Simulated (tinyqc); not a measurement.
CIS and TDHF on RHF in the sto-3g basis, frozen core, for HF, spin multiplicity 1, step by step. Computed by tinyqc, a small Python program that keeps every step (integrals from PySCF). Settings: charge = 0, multiplicity = 1, basis = sto-3g, method = RHF, frozen orbitals = 1, energy threshold = 1e-10, iteration cap = 59, orthogonalisation = symmetric, start = Wolfsberg-Helmholz matrix, DIIS depth = 6, TDHF = 1. Command: `OMP_NUM_THREADS=1 python tinyqc.py 24995 24996 out.jsonl` (the two numbers bound the seeds that draw the settings). One thread of a shared host (Intel(R) Xeon(R) Processor @ 2.60GHz), about 0.1 s of CPU time with the checks. The early iterations of the SCF are left out here.

## One-electron integrals

Geometry (angstrom):
```
atom         x         y         z
F     0.000000  0.000000  0.000000
H     0.000000  0.000000  0.972000
```

Basis sto-3g: exponents (1/bohr^2) and contraction coefficients of normalised primitives:
```
element  l (shell)    exponent  coefficient
F            s (1)  166.679130     0.154329
F            s (1)   30.360812     0.535328
F            s (1)    8.216821     0.444635
F            s (2)    6.464803    -0.099967
F            s (2)    1.502281     0.399513
F            s (2)    0.488588     0.700115
F            p (3)    6.464803     0.155916
F            p (3)    1.502281     0.607684
F            p (3)    0.488588     0.391957
H            s (1)    3.425251     0.154329
H            s (1)    0.623914     0.535328
H            s (1)    0.168855     0.444635
```

Overlap, kinetic and nuclear-attraction integrals over the contracted functions; the nuclear repulsion is the sum of Za Zb / Rab.

nuclear repulsion = 4.89978899 hartree

overlap S:
```
           1F 1s     1F 2s    1F 2px    1F 2py    1F 2pz     2H 1s
1F 1s   1.000000  0.237990  0.000000  0.000000  0.000000  0.043394
1F 2s   0.237990  1.000000  0.000000  0.000000  0.000000  0.412816
1F 2px  0.000000  0.000000  1.000000  0.000000  0.000000  0.000000
1F 2py  0.000000  0.000000  0.000000  1.000000  0.000000  0.000000
1F 2pz  0.000000  0.000000  0.000000  0.000000  1.000000  0.329826
2H 1s   0.043394  0.412816  0.000000  0.000000  0.329826  1.000000
```

kinetic energy T (hartree):
```
            1F 1s      1F 2s    1F 2px    1F 2py    1F 2pz      2H 1s
1F 1s   36.984577  -0.212858  0.000000  0.000000  0.000000  -0.003337
1F 2s   -0.212858   1.037995  0.000000  0.000000  0.000000   0.101055
1F 2px   0.000000   0.000000  3.248015  0.000000  0.000000   0.000000
1F 2py   0.000000   0.000000  0.000000  3.248015  0.000000   0.000000
1F 2pz   0.000000   0.000000  0.000000  0.000000  3.248015   0.232876
2H 1s   -0.003337   0.101055  0.000000  0.000000  0.232876   0.760032
```

nuclear attraction V (hartree):
```
             1F 1s       1F 2s      1F 2px      1F 2py      1F 2pz      2H 1s
1F 1s   -77.554001   -9.306375    0.000000    0.000000   -0.013401  -1.746198
1F 2s    -9.306375  -12.082825    0.000000    0.000000   -0.162388  -3.810563
1F 2px    0.000000    0.000000  -11.956144    0.000000    0.000000   0.000000
1F 2py    0.000000    0.000000    0.000000  -11.956144    0.000000   0.000000
1F 2pz   -0.013401   -0.162388    0.000000    0.000000  -12.057685  -2.690215
2H 1s    -1.746198   -3.810563    0.000000    0.000000   -2.690215  -5.958317
```

core Hamiltonian H = T + V (hartree):
```
             1F 1s       1F 2s     1F 2px     1F 2py     1F 2pz      2H 1s
1F 1s   -40.569424   -9.519233   0.000000   0.000000  -0.013401  -1.749536
1F 2s    -9.519233  -11.044830   0.000000   0.000000  -0.162388  -3.709508
1F 2px    0.000000    0.000000  -8.708130   0.000000   0.000000   0.000000
1F 2py    0.000000    0.000000   0.000000  -8.708130   0.000000   0.000000
1F 2pz   -0.013401   -0.162388   0.000000   0.000000  -8.809670  -2.457339
2H 1s    -1.749536   -3.709508   0.000000   0.000000  -2.457339  -5.198285
```

## Two-electron integrals

Functions are numbered as in S; the eight-fold symmetry (ij|kl) = (ji|kl) = (kl|ij) leaves the list below.

Two-electron integrals (ij|kl) in chemists' order, unique and non-zero (hartree):
```
(11|11) 5.403501   (21|11) 0.841920   (21|21) 0.156299   (22|11) 1.268028
(22|21) 0.292344   (22|22) 0.926167   (31|31) 0.027998   (32|31) 0.043169
(32|32) 0.204588   (33|11) 1.264502   (33|21) 0.292403   (33|22) 0.925959
(33|33) 0.997514   (41|41) 0.027998   (42|41) 0.043169   (42|42) 0.204588
(43|43) 0.053770   (44|11) 1.264502   (44|21) 0.292403   (44|22) 0.925959
(44|33) 0.889973   (44|44) 0.997514   (51|51) 0.027998   (52|51) 0.043169
(52|52) 0.204588   (53|53) 0.053770   (54|54) 0.053770   (55|11) 1.264502
(55|21) 0.292403   (55|22) 0.925959   (55|33) 0.889973   (55|44) 0.889973
(55|55) 0.997514   (61|11) 0.155918   (61|21) 0.028691   (61|22) 0.053290
(61|33) 0.053210   (61|44) 0.053210   (61|51) 0.001177   (61|52) 0.002201
(61|55) 0.053458   (61|61) 0.005321   (62|11) 0.383163   (62|21) 0.089475
(62|22) 0.314903   (62|33) 0.310377   (62|44) 0.310377   (62|51) 0.006084
(62|52) 0.046893   (62|55) 0.323652   (62|61) 0.016650   (62|62) 0.130267
(63|31) 0.009507   (63|32) 0.055799   (63|53) 0.009945   (63|63) 0.019598
(64|41) 0.009507   (64|42) 0.055799   (64|54) 0.009945   (64|64) 0.019598
(65|11) 0.255672   (65|21) 0.060487   (65|22) 0.227928   (65|33) 0.218087
(65|44) 0.218087   (65|51) 0.013112   (65|52) 0.088127   (65|55) 0.247353
(65|61) 0.011743   (65|62) 0.115568   (65|65) 0.121363   (66|11) 0.525200
(66|21) 0.124662   (66|22) 0.505120   (66|33) 0.487541   (66|44) 0.487541
(66|51) 0.010989   (66|52) 0.118249   (66|55) 0.539685   (66|61) 0.023363
(66|62) 0.263878   (66|65) 0.271924   (66|66) 0.774606
```

## Orthogonalisation

S = U s U^T; symmetric (Loewdin) form X = U s^(-1/2) U^T, so that X^T S X = 1.

eigenvalues of S: 0.450649  0.845660  1.000000  1.000000  1.125737  1.577954

X:
```
            1F 1s      1F 2s    1F 2px    1F 2py     1F 2pz      2H 1s
1F 1s    1.023163  -0.131895  0.000000  0.000000  -0.006605   0.021163
1F 2s   -0.131895   1.106934  0.000000  0.000000   0.066235  -0.258109
1F 2px   0.000000   0.000000  1.000000  0.000000   0.000000   0.000000
1F 2py   0.000000   0.000000  0.000000  1.000000   0.000000   0.000000
1F 2pz  -0.006605   0.066235  0.000000  0.000000   1.051757  -0.202413
2H 1s    0.021163  -0.258109  0.000000  0.000000  -0.202413   1.133789
```

## Iteration 7 (converged): orbitals

converged F (hartree):
```
             1F 1s      1F 2s     1F 2px     1F 2py     1F 2pz      2H 1s
1F 1s   -25.895324  -6.623121   0.000000   0.000000  -0.022494  -1.227406
1F 2s    -6.623121  -3.038997   0.000000   0.000000  -0.081665  -1.046199
1F 2px    0.000000   0.000000  -0.462790   0.000000   0.000000   0.000000
1F 2py    0.000000   0.000000   0.000000  -0.462790   0.000000   0.000000
1F 2pz   -0.022494  -0.081665   0.000000   0.000000  -0.329545  -0.554235
2H 1s    -1.227406  -1.046199   0.000000   0.000000  -0.554235  -0.527473
```

Diagonalise F' = X^T F X, C = X C', fill 5 alpha and 5 beta electrons from the bottom; D = 2 C_occ C_occ^T. Each column has its largest component positive (the first on a tie).

F' = X^T F X (hartree):
```
            1          2          3          4          5          6
1  -25.421397  -3.409606   0.000000   0.000000  -0.049464  -0.163061
2   -3.409606  -1.755203   0.000000   0.000000   0.093413  -0.525266
3    0.000000   0.000000  -0.462790   0.000000   0.000000   0.000000
4    0.000000   0.000000   0.000000  -0.462790   0.000000   0.000000
5   -0.049464   0.093413   0.000000   0.000000  -0.145132  -0.553450
6   -0.163061  -0.525266   0.000000   0.000000  -0.553450  -0.033791
```

orbital energies (hartree): MO1 -25.905026, MO2 -1.455480, MO3 -0.568606, MO4 -0.462790, MO5 -0.462790, MO6 0.573589

coefficients C:
```
              MO1        MO2        MO3       MO4        MO5        MO6
1F 1s    0.994765  -0.251287   0.076467  0.000000   0.000000   0.078751
1F 2s    0.022112   0.950916  -0.400782  0.000000   0.000000  -0.498348
1F 2px   0.000000   0.000000   0.000000  0.997853  -0.065496   0.000000
1F 2py   0.000000   0.000000   0.000000  0.065496   0.997853   0.000000
1F 2pz   0.002558   0.073634   0.696520  0.000000   0.000000  -0.813035
2H 1s   -0.005163   0.146977   0.538655  0.000000   0.000000   1.040067
```

D after iteration 7:
```
            1F 1s      1F 2s    1F 2px    1F 2py     1F 2pz      2H 1s
1F 1s    2.117099  -0.495207  0.000000  0.000000   0.074606  -0.001759
1F 2s   -0.495207   2.130712  0.000000  0.000000  -0.418153  -0.152468
1F 2px   0.000000   0.000000  2.000000  0.000000   0.000000   0.000000
1F 2py   0.000000   0.000000  0.000000  2.000000   0.000000   0.000000
1F 2pz   0.074606  -0.418153  0.000000  0.000000   0.981136   0.771986
2H 1s   -0.001759  -0.152468  0.000000  0.000000   0.771986   0.623556
```

Within a degenerate level the vectors are fixed only up to a rotation; this is one choice.

## Convergence

Stop when the energy changes by less than 1e-10 hartree and every element of the error matrix X^T (F D S - S D F) X is below 3e-06.

Course of the cycle:
```
iteration   E (hartree)     change  largest element of the error matrix
1          -98.30427517          -                             4.94e-01
2          -98.55261874  -2.48e-01                             1.23e-01
3          -98.57233569  -1.97e-02                             1.76e-02
4          -98.57250234  -1.67e-04                             1.79e-03
5          -98.57250439  -2.04e-06                             5.19e-05
6          -98.57250439  -1.53e-09                             3.07e-06
7          -98.57250439  -5.50e-12                             2.95e-10
```

PySCF RHF in the same basis = -98.57250439 hartree

Converged in 7 iterations.

## Integrals over molecular orbitals

(pq|rs) = sum C_ip C_jq C_kr C_ls (ij|kl), one index at a time.

one-electron integrals over orbitals h = C^T H C (hartree):
```
            1          2          3          4          5          6
1  -40.551324   0.706014  -0.205092   0.000000   0.000000  -0.214891
2    0.706014  -9.142820   0.560669   0.000000   0.000000   1.138752
3   -0.205092   0.560669  -7.507196   0.000000   0.000000   1.917774
4    0.000000   0.000000   0.000000  -8.708130   0.000000   0.000000
5    0.000000   0.000000   0.000000   0.000000  -8.708130   0.000000
6   -0.214891   1.138752   1.917774   0.000000   0.000000  -6.109203
```

Two-electron integrals over orbitals (pq|rs), unique and non-zero (hartree); the lowest 1 orbital is frozen and left out:
```
(22|22) 0.857641    (32|22) -0.024268   (32|32) 0.155674    (33|22) 0.747913
(33|32) -0.044055   (33|33) 0.754820    (42|42) 0.181959    (43|42) -0.041186
(43|43) 0.046306    (44|22) 0.880302    (44|32) -0.077168   (44|33) 0.745444
(44|44) 0.997514    (52|52) 0.181959    (53|52) -0.041186   (53|53) 0.046306
(54|54) 0.053770    (55|22) 0.880302    (55|32) -0.077168   (55|33) 0.745444
(55|44) 0.889973    (55|55) 0.997514    (62|22) -0.124422   (62|32) -0.050034
(62|33) -0.035201   (62|44) -0.122476   (62|55) -0.122476   (62|62) 0.096022
(63|22) -0.174438   (63|32) 0.094208    (63|33) -0.120150   (63|44) -0.202392
(63|55) -0.202392   (63|62) 0.054866    (63|63) 0.183373    (64|42) -0.040793
(64|43) -0.015676   (64|64) 0.031235    (65|52) -0.040793   (65|53) -0.015676
(65|65) 0.031235    (66|22) 0.676995    (66|32) 0.068036    (66|33) 0.668497
(66|44) 0.648677    (66|55) 0.648677    (66|62) -0.065726   (66|63) -0.015779
(66|66) 0.710452
```

## CIS matrix, singlets

A(ia,jb) = (e_a - e_i) d_ij d_ab + 2 (ia|jb) - (ij|ab).

CIS matrix A, singlet (hartree):
```
          2>6       3>6       4>6       5>6
2>6  1.544118  0.041697  0.000000  0.000000
3>6  0.041697  0.840445  0.000000  0.000000
4>6  0.000000  0.000000  0.450171  0.000000
5>6  0.000000  0.000000  0.000000  0.450171
```

## CIS singlet states

dipole integrals <i|r|a> (bohr):
```
             x          y         z
2>6   0.000000   0.000000  0.071661
3>6   0.000000   0.000000  0.962216
4>6  -0.018550  -0.001218  0.000000
5>6   0.001218  -0.018550  0.000000
```

Diagonalise A (1 hartree = 27.211386 eV); each vector has its largest component positive (the first on a tie). The transition dipole is mu = sqrt2 sum c_ia <i|r|a>.

singlet excitation energies (eV): 12.249785  12.249785  22.802671  42.084582

lowest vectors:
```
      state 1    state 2    state 3   state 4
2>6  0.000000   0.000000  -0.058947  0.998261
3>6  0.000000   0.000000   0.998261  0.058947
4>6  0.041253   0.999149   0.000000  0.000000
5>6  0.999149  -0.041253   0.000000  0.000000
```

oscillator strengths 2/3 w |mu|^2: 0.000207  0.000207  1.021830  0.033921

Within a degenerate level the vectors are fixed only up to a rotation; this is one choice.

## TDHF (RPA) singlet states

B(ia,jb) = 2 (ia|jb) - (ib|ja); the squared energies are the eigenvalues of (A - B)(A + B); 1 hartree = 27.211386 eV.

TDHF matrix B, singlet (hartree):
```
          2>6       3>6       4>6       5>6
2>6  0.096022  0.054866  0.000000  0.000000
3>6  0.054866  0.183373  0.000000  0.000000
4>6  0.000000  0.000000  0.031235  0.000000
5>6  0.000000  0.000000  0.000000  0.031235
```

squared energies w^2 (hartree^2): 0.201679  0.201679  0.668350  2.376908

TDHF energies from the positive w^2 (eV): 12.220264  12.220264  22.246034  41.952404

## CIS matrix, triplets

A(ia,jb) = (e_a - e_i) d_ij d_ab - (ij|ab).

CIS matrix A, triplet (hartree):
```
           2>6        3>6       4>6       5>6
2>6   1.352074  -0.068036  0.000000  0.000000
3>6  -0.068036   0.473699  0.000000  0.000000
4>6   0.000000   0.000000  0.387702  0.000000
5>6   0.000000   0.000000  0.000000  0.387702
```

## CIS triplet states

Diagonalise A (1 hartree = 27.211386 eV); each vector has its largest component positive (the first on a tie).

triplet excitation energies (eV): 10.549917  10.549917  12.747460  36.934365

lowest vectors:
```
      state 1    state 2   state 3    state 4
2>6  0.000000   0.000000  0.076770   0.997049
3>6  0.000000   0.000000  0.997049  -0.076770
4>6  0.068250   0.997668  0.000000   0.000000
5>6  0.997668  -0.068250  0.000000   0.000000
```

Within a degenerate level the vectors are fixed only up to a rotation; this is one choice.

## TDHF (RPA) triplet states

B(ia,jb) = - (ib|ja); the squared energies are the eigenvalues of (A - B)(A + B); 1 hartree = 27.211386 eV.

TDHF matrix B, triplet (hartree):
```
           2>6        3>6        4>6        5>6
2>6  -0.096022  -0.054866   0.000000   0.000000
3>6  -0.054866  -0.183373   0.000000   0.000000
4>6   0.000000   0.000000  -0.031235   0.000000
5>6   0.000000   0.000000   0.000000  -0.031235
```

squared energies w^2 (hartree^2): 0.149337  0.149337  0.181591  1.831296

TDHF energies from the positive w^2 (eV): 10.515624  10.515624  11.595722  36.823914
